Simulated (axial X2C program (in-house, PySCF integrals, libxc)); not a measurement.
**Outer orbitals of NaF⁻ at 2.009 Å, PBE0**

All values were computed with an in-house relativistic program for diatomic molecules. Spin-free means the one-electron spin-free X2C Hamiltonian; two-component (2c) means X2C with spin–orbit coupling and atomic mean-field two-electron Coulomb and Gaunt terms, so the difference of the two also holds small scalar two-electron terms. Basis: Na dyall-av3z [10s9p5d2f], F dyall-av3z [7s6p3d2f] (cores contracted in-house); Gaussian nuclei, density fitting, unrestricted open shells. Masses: Na 22.990 u, F 18.998 u.

The distance is close to the 2c PBE0 minimum; the highest filled and lowest empty levels are listed.

Spin-free orbitals, state M_S = 1/2, Λ = 0 (beyond evenly filled blocks: σα) (Löwdin shares):

```
symmetry  occupied  ε (eV)           atomic character
     π-α       yes  -27.25                  100% Na p
     π+α       yes  -27.25                  100% Na p
     π-β       yes  -27.23                  100% Na p
     π+β       yes  -27.23                  100% Na p
      σα       yes  -27.21                   97% Na p
      σβ       yes  -27.17                   97% Na p
      σα       yes  -23.16  91% F s, 5% Na p, 3% Na d
      σβ       yes  -23.14  91% F s, 5% Na p, 3% Na d
      σα       yes   -3.53  94% F p, 2% Na s, 2% Na p
      σβ       yes   -3.49  94% F p, 2% Na s, 2% Na p
     π-α       yes   -3.27                    96% F p
     π+α       yes   -3.27                    96% F p
     π-β       yes   -3.27                    97% F p
     π+β       yes   -3.27                    97% F p
      σα       yes    0.47         70% Na s, 28% Na p
     π+α        no    1.37                  100% Na p
     π-α        no    1.37                  100% Na p
      σα        no    1.42         83% Na p, 16% Na s
      σα        no    1.67         83% Na s, 17% Na p
```

The highest filled level is positive, so this functional does not bind it, and the empty levels of an anion are set by the basis.

Spinors with spin–orbit coupling (state Ω = 1/2):

```csv
ω,occupied,ε (eV),atomic character,λ mixture
-1/2,yes,-27.33,100% Na p,"84% π, 16% σ"
1/2,yes,-27.32,99% Na p,"72% π, 28% σ"
3/2,yes,-27.19,100% Na p,100% π
-3/2,yes,-27.16,100% Na p,100% π
1/2,yes,-27.15,98% Na p,"72% σ, 28% π"
-1/2,yes,-27.13,98% Na p,"84% σ, 16% π"
1/2,yes,-23.16,"91% F s, 5% Na p, 3% Na d",100% σ
-1/2,yes,-23.15,"91% F s, 5% Na p, 3% Na d",100% σ
1/2,yes,-3.53,"94% F p, 2% Na s, 2% Na p","99% σ, 1% π"
-1/2,yes,-3.49,"94% F p, 2% Na s, 2% Na p","99% σ, 1% π"
-1/2,yes,-3.29,96% F p,"99% π, 1% σ"
1/2,yes,-3.29,97% F p,"99% π, 1% σ"
3/2,yes,-3.26,96% F p,100% π
-3/2,yes,-3.25,97% F p,100% π
1/2,yes,0.46,"70% Na s, 28% Na p",100% σ
-1/2,no,1.37,100% Na p,100% π
3/2,no,1.37,100% Na p,100% π
1/2,no,1.42,"83% Na p, 16% Na s",100% σ
1/2,no,1.67,"83% Na s, 17% Na p",100% σ
```

The highest filled level is positive, so this functional does not bind it, and the empty levels of an anion are set by the basis.

Mulliken charges and populations of the two-component result (they depend on the basis, above all on diffuse functions):

Na -0.08 e (s 4.72 p 6.33 d 0.03), F -0.92 e (s 4.01 p 5.91). ⟨Lz⟩ = 0.00 ħ and ⟨Sz⟩ = 0.50 ħ (0.49 and 0.01 on the two atoms), which add up to Ω.

The state is one determinant whose occupation by symmetry is held fixed; it was picked as the lowest of a PBE0 search that is not exhaustive. Density functionals use the spin component along the axis (collinear). The highest occupied level of some functionals is positive through self-interaction error; at Hartree–Fock it is bound.
